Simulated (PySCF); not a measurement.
Work out the structure from these simulated measurements.

Formula: C3H7Cl.

| Property | Result |
| --- | --- |
| Rotational structure | rotational constants A, B, C: 8.122, 4.616, 3.243 GHz [GFN2-xTB] |
| NMR, other nuclei | isotropic shieldings of nuclei other than C and H, by class: 754 (1 Cl) ppm [GIAO PBE0/pcSseg-1] |
| 13C NMR | chemical shifts (computed TMS as zero) by class: 59.3 (1 C), 29.6 (2 C) ppm [GIAO PBE0/pcSseg-1] |
| Dipole | 2.24 D [PBE0/pcSseg-1] |
| 1H NMR | chemical shifts (computed TMS as zero) by class: 4.05 (1 H), 1.46 (6 H) ppm [GIAO PBE0/pcSseg-1] |

Gas-phase values; electronic properties from PySCF, density fitting. Levels stand in brackets. Isolated species at its GFN2-xTB geometry, gas phase. NMR classes are plain means over equivalent atoms (diastereotopic ones count apart unless rotation or inversion swaps them), as if these changed places fast.

Task: What is the compound? Reason from the data.

Result: Numbering: `[CH3:1][CH:2]([CH3:3])[Cl:4]`. Its formula, C3H7Cl, gives 0 degrees of unsaturation, so no ring and no π bond. 3 carbons fall into 2 classes; from least to most shielded: sp3 C–Cl carbon [C2] (59.3 ppm), methyl carbon [C1/C3] (29.6 ppm, 2 C). Hydrogen classes from least to most shielded: 1 H on an sp3 C–Cl carbon, C2 (4.05 ppm), 6 H on 2 methyl carbons, C1/C3 (1.46 ppm). The other shieldings belong to: 754 ppm, alkyl chlorine [Cl4]. The optimised geometry has point group Cs and is an asymmetric top. Structure: `C(Cl)(C)C`. Computed isomers that give other values at the same levels: `CCCCl` (13C chemical shifts (computed TMS as zero) by class: 51.9 (1 C), 32.2 (1 C), 14.2 (1 C) ppm). The assignments are read from this structure; whether some other isomer fits the data as well wasn't checked.
